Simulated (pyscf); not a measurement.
H₂C=O (SMILES C=O) → :HC–OH (SMILES [CH]O) [singlet], a hydrogen shift (singlet surface; C–H broken, H–O formed). Optimised with ωB97X-D3(BJ)/def2-SVP in PySCF. Correlated levels are frozen-core, on RHF or UHF. ΔMP2 is the change of the MP2 total energy from the triple- to the quadruple-zeta basis. Energies in kcal/mol from the reactant's lowest minimum found.

Small-basis levels: PySCF, no dispersion term, spherical d functions. 

In single points B3LYP/6-31G* puts the saddle at 91.0 kcal/mol and the reaction energy at +57.6 kcal/mol. Should these be trusted to within a few kcal/mol? Compare with CCSD(T)/def2-TZVPP + ΔMP2(QZVPP).

CCSD(T)/def2-TZVPP + ΔMP2(QZVPP) gives ΔE‡ = 85.9 kcal/mol and ΔE = +51.4 kcal/mol. B3LYP/6-31G* lies 5.1 kcal/mol over it in the barrier and 6.2 kcal/mol over it in the reaction energy, so on this step it does not hold to within 3.0 kcal/mol. CCSD(T)/def2-TZVPP + ΔMP2(QZVPP) has limits of its own. One saddle was located; it need not be the lowest between these sides. The CCSD(T) − MP2 part came from Ansatz, without density fitting, on the same reference.
